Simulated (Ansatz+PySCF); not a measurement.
Values are calculated unless marked as measured or tabulated.
# Several solutions for quintet O₄ in separate pieces

```xyz
4

O     0.0000    0.0000   -0.5941
O     0.0000    0.0000    0.5941
O    10.0000    0.0000   -0.5941
O    10.0000    0.0000    0.5941
```

Basis set: cc-pVDZ (spherical functions). Charge 0, multiplicity 5.

CASSCF(6,6) was run from several starts with Ansatz (development build ahead of 0.2.0) and PySCF 2.14.0. The starts are those of the Hartree–Fock orbitals from which the active space was taken at the frontier.

```
run  program                        start  converged  energy (hartree)  <S²>
  A   Ansatz      stability test followed        yes        -299.24012  6.00
  B    PySCF             program defaults        yes        -299.22251  6.00
  C   Ansatz      atomic start, no search        yes        -299.24012  6.00
  D   Ansatz  search for the lowest state        yes        -299.24780  6.00
```

Task: Which runs reached the lowest solution of this kind, and what is wrong with the others?

Result: D reached the lowest solution found. Converged but too high: A by 0.21 eV, B by 0.69 eV, C by 0.21 eV. Convergence only shows a stationary point; in CASSCF the end hangs on which orbitals enter the active space. Caution: other starts end on other solutions of this active space.
